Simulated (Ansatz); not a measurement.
System: O₂, charge -1, doublet. O2- (parent SMILES O=O, doublet).
B3LYP-D3(BJ)/def2-TZVP minimum from Ansatz (a program for electronic structure):
```xyz
2

O      0.0000     0.0000    -0.6737
O      0.0000     0.0000     0.6737
```
Charge -1, spin multiplicity 2.

Total energies in aug-cc-pVTZ, 13 correlated electrons, 2 frozen orbitals. UHF or UKS for unpaired electrons; spin-orbit terms are left out. Correlated methods leave the cores frozen. No relativity. The UHF reference of O2- (parent SMILES O=O, doublet) is spin-contaminated (<S^2> up to 0.04 over the pure value in the sets run).

```json
[
 {"method": "HF", "program": "Ansatz", "energy (Eh)": "-149.64593", "minus CCSDT(Q) (mEh)": "510.24"},
 {"method": "MP2", "program": "Ansatz", "energy (Eh)": "-150.13171", "minus CCSDT(Q) (mEh)": "24.46"},
 {"method": "CCSD", "program": "Ansatz", "energy (Eh)": "-150.13176", "minus CCSDT(Q) (mEh)": "24.41"},
 {"method": "CCSD(T)", "program": "Ansatz", "energy (Eh)": "-150.15399", "minus CCSDT(Q) (mEh)": "2.17"},
 {"method": "CCSDT(Q)", "program": "Ansatz", "energy (Eh)": "-150.15617", "minus CCSDT(Q) (mEh)": "0.00"}
]
```

Rough core times of Ansatz's runs on a shared machine: CCSD(T) 30 s, CCSDT(Q) 20 min.
